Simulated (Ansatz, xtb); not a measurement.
Molecule: C₄H₅ (charge -1, singlet). It need not be the lowest isomer of its formula. Whether it binds its extra electron was not tested at this geometry. SMILES: [CH-]=CC=C
Structure (B3LYP-D3(BJ)/def2-TZVP (Ansatz, a first-principles code) minimum search):
```xyz
9

C      0.6769     1.8791     0.0046
C      0.6487     0.5148    -0.0013
C     -0.5206    -0.3436     0.0013
C     -0.5670    -1.6923    -0.0043
H     -0.3881     2.2265     0.0119
H      1.5941    -0.0492    -0.0089
H     -1.4697     0.1964     0.0089
H      0.3423    -2.2863    -0.0119
H     -1.5059    -2.2352    -0.0016
```
Charge -1, spin multiplicity 1.

Harmonic wavenumbers from GFN2-xTB (xtb, at its own minimum), cm⁻¹: 146, 302, 493, 521, 701, 747, 929, 937, 1033, 1088, 1226, 1293, 1317, 1424, 1472, 1614, 2356, 2811, 2917, 2976, 3032.

**Question.** Give the harmonic wavenumbers at B3LYP-D3(BJ)/def2-TZVP (Ansatz, finite differences of forces, unscaled).

**Answer.** 172, 319, 543, 576, 755, 810, 913, 984, 1054, 1079, 1224, 1288, 1315, 1410, 1489, 1609, 2750, 2940, 3066, 3104, 3173 cm⁻¹. Zero-point energy 43.7 kcal/mol.

**Question.** From these and the geometry, give the ideal-gas thermochemistry at 298.15 K and 1 atm (rigid rotor, harmonic oscillator).

**Answer.** Point group Cs, rotational symmetry number 1. Rotational constants 45.15, 4.577, 4.156 GHz. S(trans) 37.83, S(rot) 23.44, S(vib) 5.73, S(elec, spin only) 0.00, S 67.0 cal/(mol K). H(298) - H(0) 3.46 kcal/mol; G - E(el) 27.2 kcal/mol.
